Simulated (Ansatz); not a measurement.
A calculation with Ansatz (development build ahead of 0.2.0).

```yaml
crystal:
  periodic: [false, false, false]
  atoms:
    - { symbol: P, position_ang: [-0.00928, -0.04895, -0.91157] }
    - { symbol: S, position_ang: [-0.01198, -0.00169, 0.86733] }
basis:
  gaussian: { orbitals: def2-SVP }
total_charge: 1
magnetization:
  spin_polarized: true
hamiltonian:
  xc: hf
correlation:
  method: ccsd_t
  frozen_orbitals: { P: 5, S: 5 }
```

The input is written out in the form of the current development build from the run's settings.

Results

```yaml
Converged: yes
Reference_energy: -737.73513 hartree
Correlation_energy: -0.26138 hartree
Total_energy: -737.99651 hartree
Stability_test: minimum
```
